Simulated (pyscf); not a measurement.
Thermochemistry of product channels of HN=Si: (SMILES N=[Si]) [singlet] + NH₃ (SMILES N) on the singlet surface, in kJ/mol, from CCSD(T)/def2-TZVPP + ΔMP2(QZVPP) energies (ideal gas, 1 atm, RRHO with modes under 100 cm⁻¹ raised to 100, one conformer, R ln 2 for rigid chiral ones). PySCF, gas phase, ωB97X-D3(BJ)/def2-SVP geometries. MP2 and CC: frozen core, UHF for open shells. ΔMP2 is the change of the MP2 total energy from the triple- to the quadruple-zeta basis.

```json
[
 {"products": "H₂N–Si:–NH₂ (SMILES N[Si]N) [singlet]", "ΔE": "___", "ΔH(298 K)": "-150.3", "ΔG(298 K)": "-110.4", "ΔG(600 K)": "-70.6"},
 {"products": "HN=SiH–NH₂ (SMILES N=[SiH]N)", "ΔE": "___", "ΔH(298 K)": "-81.9", "ΔG(298 K)": "-43.6", "ΔG(600 K)": "-5.7"}
]
```

**Question.** Fill in the missing entries.

**Answer.** 
- H₂N–Si:–NH₂ (SMILES N[Si]N) [singlet], ΔE: -155.2
- HN=SiH–NH₂ (SMILES N=[SiH]N), ΔE: -77.0

The channel to HN=SiH–NH₂ turns unfavourable between 298 and 1200 K (ΔG from -43.6 kJ/mol to +64.0 kJ/mol).

These are energies of the channels, which say nothing of barriers. The CCSD(T) − MP2 part came from Ansatz, without density fitting, on the same reference.
